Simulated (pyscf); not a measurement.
Optimised with ωB97X-D3(BJ)/def2-SVP in PySCF. MP2 and CC: frozen core, UHF for open shells. ΔMP2 is the change of the MP2 total energy from the triple- to the quadruple-zeta basis.

### Question
What is the homolytic dissociation enthalpy (298 K, CCSD(T)/def2-TZVPP + ΔMP2(QZVPP)) of the O–Si bond of HO–Al(F)–O–SiH₃, to •O–Al(OH)–F + SiH₃•?

### Answer
O–Si to •O–Al(OH)–F + SiH₃•: 5.80 eV. The radicals are drawn with the spin at the cut bond; how far it spreads was not checked. Other isomers of •O–Al(OH)–F were not searched in full and may lie lower. The CCSD(T) − MP2 part came from Ansatz, without density fitting, on the same reference.
